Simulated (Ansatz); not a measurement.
A nudged elastic band was laid between two geometries of AlH4N + H2 (8 atoms, charge 0, multiplicity 1).

Method: Ansatz, RKS PBE0/def2-SVP.

| Item | Value |
| --- | --- |
| movable images | 5 |
| climbing image | yes |
| spring | 5.0 eV/Å² |
| optimiser | quadratic models (default) |
| start path | through a guess of the saddle point |
| force threshold | 0.03 eV/Å |
| iteration limit | 60 |
| end points | relaxed |

Initial state:

```xyz
8
Properties=species:S:1:pos:R:3
Al 0.003 -0.097 0.378
N 0.053 -0.470 2.114
H -0.755 -0.695 2.685
H 0.894 -0.500 2.679
H 1.379 0.170 -0.368
H -1.403 -0.156 -0.358
H -0.304 2.514 0.295
H -0.283 2.357 1.041
```

Final state:

```xyz
8
Properties=species:S:1:pos:R:3
Al -0.163 0.504 -0.012
N 0.050 0.286 2.041
H -0.855 0.287 2.515
H 0.516 -0.591 2.279
H 1.382 0.406 -0.443
H -1.099 -0.768 -0.311
H -0.851 1.956 -0.046
H 0.604 1.044 2.444
```

**Question.** What changes between the two ends?

**Answer.** Bonds broken: H7–H8. Bonds formed: Al1–H7, N2–H8. AlH4N + H2 becomes AlH6N.

**Question.** What energy profile does the band end with?

**Answer.** The forces met the threshold. The highest image is number 2 of 0 to 6, 15.6 kcal/mol above the first end and 31.2 kcal/mol above the last; the last end lies 15.6 kcal/mol below the first. The profile has 2 maxima (images 2, 4) with wells between them (image 3): this band takes more than one step, which may be the mechanism or a detour left from its start path. Neighbouring images differ by up to 1.3 eV, so the band resolves the path poorly. A vibrational analysis at the climbing image gives one clearly imaginary mode, 1185i cm⁻¹: a first-order saddle point. The orbitals stay closed-shell, which can raise the energy where a bond breaks towards radicals; this wasn't checked here.

```
image  path coordinate (Å)  energy (kcal/mol)  H7–H8 (Å)  Al1–H7 (Å)  N2–H8 (Å)
    0                 0.00                0.0       0.76        2.63       3.04
    1                 0.82                1.8       0.77        2.34       2.30
    2                 1.63               15.6       0.99        1.83       1.44
    3                 3.04              -14.8       2.74        1.61       1.02
    4                 4.45              -13.3       3.55        1.61       1.02
    5                 5.86              -14.8       2.80        1.61       1.02
    6                 7.27              -15.6       3.02        1.61       1.02
```

**Question.** What is the geometry of the highest image?

**Answer.** 
```xyz
8
Properties=species:S:1:pos:R:3
Al -0.035 0.222 0.144
N -0.011 0.054 2.045
H -0.805 -0.306 2.570
H 0.845 -0.117 2.567
H 1.394 0.130 -0.543
H -1.409 -0.190 -0.537
H -0.231 1.949 0.705
H -0.164 1.381 1.517
```

The band took 44 iterations and roughly 2.5 core-minutes.

Time of the run: 2.5 min on 1 thread of Intel(R) Xeon(R) 6975P-C (Granite Rapids), on a shared host, peak memory 0.13 GiB.
